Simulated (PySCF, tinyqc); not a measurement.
Worked calculation: CIS and TDHF on RHF in the sto-6g basis, frozen core, for LiH, spin multiplicity 1. The lowest restricted solution is unstable here: a spin-polarised one lies 0.0033 hartree lower (PySCF). One step of it, computed by the program tinyqc.

Problem. TDHF (RPA) singlet states. B(ia,jb) = 2 (ia|jb) - (ib|ja); the squared energies are the eigenvalues of (A - B)(A + B); 1 hartree = 27.211386 eV.

CIS matrix A, singlet (hartree), lower triangle:
```
,2>3,2>4,2>5,2>6
2>3,0.136072
2>4,0.000000,0.191962
2>5,0.000000,0.000000,0.191962
2>6,-0.031081,0.000000,0.000000,0.464311
```

Two-electron integrals over orbitals (pq|rs), unique and non-zero (hartree); the lowest 1 orbital is frozen and left out:
```
p,q,r,s,(pq|rs)
2,2,2,2,0.452015
3,2,2,2,-0.058472
3,2,3,2,0.020758
3,3,2,2,0.211124
3,3,3,2,0.014628
3,3,3,3,0.329341
4,2,4,2,0.020668
4,3,4,2,0.020172
4,3,4,3,0.041685
4,4,2,2,0.243202
4,4,3,2,0.014074
4,4,3,3,0.280082
4,4,4,4,0.313125
5,2,5,2,0.020668
5,3,5,2,0.020172
5,3,5,3,0.041685
5,4,5,4,0.016875
5,5,2,2,0.243202
5,5,3,2,0.014074
5,5,3,3,0.280082
5,5,4,4,0.279374
5,5,5,5,0.313125
6,2,2,2,0.109701
6,2,3,2,-0.044215
6,2,3,3,-0.020113
6,2,4,4,-0.038073
6,2,5,5,-0.038073
6,2,6,2,0.132481
6,3,2,2,-0.057349
6,3,3,2,0.016653
6,3,3,3,0.036718
6,3,4,4,0.007890
6,3,5,5,0.007890
6,3,6,2,-0.038548
6,3,6,3,0.030402
6,4,4,2,-0.018295
6,4,4,3,-0.012076
6,4,6,4,0.019356
6,5,5,2,-0.018295
6,5,5,3,-0.012076
6,5,6,5,0.019356
6,6,2,2,0.422418
6,6,3,2,-0.047367
6,6,3,3,0.238036
6,6,4,4,0.258631
6,6,5,5,0.258631
6,6,6,2,0.096149
6,6,6,3,-0.045302
6,6,6,6,0.417047
```

Give: TDHF matrix B, singlet; squared energies w^2; TDHF energies from the positive w^2.

Solution.

TDHF matrix B, singlet (hartree), lower triangle:
```
,2>3,2>4,2>5,2>6
2>3,0.0208
2>4,0.0000,0.0207
2>5,0.0000,0.0000,0.0207
2>6,-0.0442,0.0000,0.0000,0.1325
```

squared energies w^2 (hartree^2): 0.0170  0.0364  0.0364  0.1972

TDHF energies from the positive w^2 (eV): 3.5467  5.1932  5.1932  12.0824
